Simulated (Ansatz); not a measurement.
Match the barriers

Saddle point of C2H5Si, doublet (C₂H₅Si ([CH][CH][SiH3]) → C₂H₄Si (C#C[SiH3]) + H; bonds broken: H1–C2), PBE0-D4/def2-TZVP structure:

```
8
angstrom
H 1.1534 1.1953 -0.8006
C -0.3826 -0.0683 -0.6128
C -0.9688 -0.1308 -1.6726
Si 0.2821 -0.1855 1.0885
H -1.4416 -0.1438 -2.6283
H 0.2483 1.1533 1.7226
H -0.5643 -1.1275 1.8658
H 1.6735 -0.6926 1.0374
```

Ansatz 0.2.0; basis: def2-TZVPP, with def2-QZVPP for the basis limit; cores frozen in the correlated methods; orbitals are unrestricted. B3LYP uses VWN-RPA correlation. Extrapolation: Hartree–Fock as exp(−7.88 √X), correlation as X^−2.97. Four methods, as single points on the PBE0-D4 structures, gave these electronic barriers from the start structure: 139.9, 148.4, 160.6, 180.2 kJ/mol.

(1) The methods were, in alphabetical order, B3LYP-D4, BLYP-D4, HF, MP2. Which gave which? (Judge from chemistry; the calculation decides.)

T1 diagnostic: at most 0.034. ⟨S²⟩ of the unrestricted Hartree–Fock references: 0.75 to 0.92 (a pure state has 0.75). The unrestricted reference is spin-contaminated, which hurts MP2 most.

Answers

(1) Computed: MP2 139.9; BLYP-D4 148.4; B3LYP-D4 160.6; HF 180.2 kJ/mol. For comparison, CCSD(T) at an estimated basis limit (MP2 extrapolated from triple and quadruple zeta, plus CCSD(T) − MP2 in triple zeta) gives 154.7 kJ/mol.

Labels in which every atom is bracketed show which atoms are joined, not bond orders.

For scale, one of the runs: CCSD(T)/def2-TZVPP, 174 basis functions (an equivalent command: `ansatz run in.yaml --threads 2`). Hardware: 2 CPU threads, shared host. Wall time 86 s; peak host memory 3.6 GiB.
